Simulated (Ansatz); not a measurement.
A-type hexagonal La2O3, treated with RPBE (PAW; Ansatz, a first-principles code).

Run with plane-wave cutoff 520 eV, 12×12×6 k mesh (along the axes of the cell as run), Fermi–Dirac smearing 0.01 eV, scalar-relativistic PAW data made under PBE.

Energies at three volumes about the minimum:

```tsv
V (Å³/atom)	E − E_lowest (meV/atom)
16.773	2.22
17.115	0.00
17.458	2.10
```

**Question.** Fit a parabola by hand: where is the minimum, and what is the bulk modulus?

**Answer.** Slopes: (0.00 − 2.22)/(17.115 − 16.773) = -6.491 and (2.10 − 0.00)/(17.458 − 17.115) = 6.122 meV/Å³. Curvature E″ = 2 × (6.122 − (-6.491))/(17.458 − 16.773) = 36.826 meV/Å⁶. From the middle of the first interval, the slope vanishes at V0 = 16.9440 − (-6.491)/36.826 = 17.120 Å³/atom. B = V0 E″ = 17.120 × 36.826 meV/Å³ × 0.1602 GPa per meV/Å³ = 101 GPa. The full Birch–Murnaghan fit to all volumes gives V0 = 17.115 Å³/atom and B0 = 101 GPa.

Shape and atoms are relaxed at each volume.

Measured, for comparison: bulk modulus 113 GPa (300 K, not corrected to a static lattice; as tabulated in Santana et al. (2016), arXiv:1608.06321); equilibrium volume per atom 16.44 Å³/atom (room temperature, not corrected to a static lattice, equation of state from high-pressure X-ray diffraction; as tabulated in Ibáñez et al. (2020), arXiv:2005.12956). Computed (rounded) less measured: bulk modulus -11 %, equilibrium volume per atom +4.1 %.

Note: the bulk modulus comes from volumes at which shape and atoms were relaxed.
